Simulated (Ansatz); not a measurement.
# H2OSi: the cost of one run

Computed with Ansatz 0.2.0, Gaussian basis. Level: def2-QZVPP, core rule «outside noble gas», up to 6 orbitals frozen.

The runs, in order: UHF; ROHF; CCSD(T) on UHF.

2 further runs of the same task are left out: 2 set aside as unsound or not needed.

### Step 1. The system

The geometry is a PBE0/def2-TZVP stationary point (not a proven minimum) of the parent state, kept for this charge and spin.

4 atoms, charge 1, spin multiplicity 2.

Atoms are counted from 1 here; the program's logs count them from 0.

Bond lengths: Si1–O2 1.516 Å, Si1–H3 1.486 Å, Si1–H4 1.486 Å. Angles: O2–Si1–H3 124.0°, O2–Si1–H4 124.0°, H3–Si1–H4 111.9°.

As a file:

```xyz
4

Si    0.0000    0.0000    0.4897
O     0.0000    0.0000   -1.0261
H     0.0000    1.2309    1.3214
H     0.0000   -1.2309    1.3214
```

### Step 2. UHF

Input file in.yaml:

```yaml
crystal:
  periodic: [false, false, false]
  atoms:
    - {symbol: Si, position_ang: [0.000000, 0.000000, 0.489694]}
    - {symbol: O, position_ang: [0.000000, 0.000000, -1.026105]}
    - {symbol: H, position_ang: [0.000000, 1.230909, 1.321383]}
    - {symbol: H, position_ang: [0.000000, -1.230909, 1.321383]}
basis:
  gaussian: {orbitals: "def2-QZVPP.json"}
total_charge: 1
magnetization: {spin_polarized: true, initial_magnetization: 1}
hamiltonian: {xc: hf}
output: {orbitals: {seedname: orbitals}}
```

Started as:

```bash
$ ansatz run in.yaml --threads 1 --pin off --events-out ev --progress --plain --max-ram 2560MiB --backend cpu
```

**Question.** How long does this run take on 1 thread of AMD EPYC 7R13, shared host, and how much memory does it need?

About 16 s, with a peak of 0.38 GiB.
